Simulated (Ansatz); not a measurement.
Input file:

```yaml
crystal:
  periodic: [false, false, false]
  atoms:
    - {symbol: Si, position_ang: [0.000000, 0.000000, 3.900955]}
    - {symbol: Al, position_ang: [0.000000, 0.000000, -1.151045]}
    - {symbol: H, position_ang: [0.000000, 0.000000, -2.749911]}
basis:
  gaussian: {orbitals: "6-31G*"}
magnetization: {spin_polarized: true, initial_magnetization: 2}
hamiltonian: {xc: hf}
output: {forces: true, orbitals: {seedname: orbitals}}
```

```sh
$ ansatz run in.yaml --threads 1 --pin off --events-out ev --progress --plain --max-ram 2393MiB
```

The program prints:

```
362 factors; integrals over basis functions are off by at most 6.7e-4 eV
mean field evaluation 1: about -14456.0870 eV, gradient 5.7e0 eV
mean field evaluation 2: about -14456.0923 eV, gradient 5.7e0 eV
mean field evaluation 4: about -14456.6167 eV, gradient 4.0e-1 eV
mean field evaluation 8: about -14456.6209 eV, gradient 2.2e-3 eV
mean field evaluation 16: about -14456.6232 eV, gradient 7.8e-2 eV
mean field evaluation 32: about -14456.0870 eV, gradient 5.7e0 eV
mean field evaluation 64: about -14456.4729 eV, gradient 1.2e0 eV
mean field evaluation 96: about -14456.6216 eV, gradient 8.3e-2 eV
mean field evaluation 128: about -14456.5401 eV, gradient 7.2e-7 eV
mean field evaluation 160: about -14456.6198 eV, gradient 1.6e-1 eV
mean field -14456.62390733 eV, -531.2711295427 hartree, gradient 5.1e-6 eV, S^2 2.086251; 8 other end points of the search recorded, 0 dependent functions left out
the calculation of the forces begins
reference -14456.62390733 eV, -531.2711295427 hartree; 15, 13 occupied and 25, 27 virtual orbitals, 362 factors
WARN: the results are in doubt because the forces break the atoms' symmetry
Total energy: -14456.62390733 eV, -531.2711295427 hartree
Atom 0 at     0.000000     0.000000     3.900955 Å, force     0.000308     0.000000    -0.050211 eV/Å
Atom 1 at     0.000000     0.000000    -1.151045 Å, force    -0.001282    -0.000000     0.636217 eV/Å
Atom 2 at     0.000000     0.000000    -2.749911 Å, force     0.000973    -0.000000    -0.586006 eV/Å
Dipole moment:    -0.000141     0.000000    -0.186446 e Å
In doubt: the forces break the atoms' symmetry
```

Ran on 1 thread of Arm Neoverse V1, shared host: 1.2 s wall, 0.17 GiB peak host memory.
